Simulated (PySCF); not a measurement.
Below is a simulated gas-phase O 1s photoelectron spectrum of ozone (`O=[O+][O-]`).

Every computed line was given a Gaussian of 0.6 eV full width at half maximum and an area set by the number of equivalent atoms; the highest printed point is 100. Method used: PySCF, delta-SCF UKS SCAN, pcX-2 on the ionised atom, pcseg-1 elsewhere, spin-free X2C.

(binding energy (eV), intensity): (540.8, 2), (541.0, 12), (541.2, 44), (541.4, 91), (541.6, 100), (541.8, 60), (542.0, 19), (542.2, 3), (542.4, 0), (542.6, 0), (542.8, 0), (543.0, 0), (543.2, 0), (543.4, 0), (543.6, 0), (543.8, 0), (544.0, 0), (544.2, 0), (544.4, 0), (544.6, 0), (544.8, 0), (545.0, 0), (545.2, 0), (545.4, 0), (545.6, 0), (545.8, 0), (546.0, 0), (546.2, 0), (546.4, 0), (546.6, 3), (546.8, 13), (547.0, 35), (547.2, 52), (547.4, 41), (547.6, 18), (547.8, 4), (548.0, 1)

**Question.** How many maxima does the curve show, and how many computed lines lie under it?

**Answer.** The curve has 2 maxima (at 541.5 and 547.2 eV). Under it lie 2 lines from 2 inequivalent oxygen sites.

**Question.** Decompose the envelope and assign each component. Numbering: `[O:1]=[O+:2][O-:3]`.

**Answer.** 
| position (eV) | relative area | line | atoms | environment |
| --- | --- | --- | --- | --- |
| 541.53 | 2 | O 1s | O1/O3 | oxygen bonded to O |
| 547.23 | 1 | O 1s | O2 | oxygen bonded to 2 O |

**Question.** What are the centre and the root-mean-square width of the whole band?

**Answer.** The area-weighted mean of the lines is 543.43 eV. Their own spread about it is 2.68 eV (rms) and each Gaussian has σ = 0.6/2.355 = 0.25 eV; the variances add, which gives 2.70 eV.

Lowest listed O 1s: O1/O3, bonded to O. Highest, 5.70 eV above it: O2, bonded to 2 O. Summing the Pauling electronegativity differences to the bonded atoms, each weighted by its formal bond order, gives 0.00 for the lowest site and 0.00 for the highest; the sum is the same at every site.

No satellites, vibrations or lifetime broadening are included. Atoms equivalent by their bonding share one computed value, that of the first of them. Spin contamination (⟨S²⟩ against 0.75 for a pure doublet) is marked for O 1s of O1/O3 (0.96), which makes this value less certain. Geometry: PBE0-D3(BJ)/def2-SVP; no solvent, vibrations or thermal averaging.

Hardware: one thread of an Arm Neoverse V1, no GPU, shared host with 64 logical CPUs at a one-minute load of 36. Cost: 2.5 s wall, 0.33 GiB resident at most.
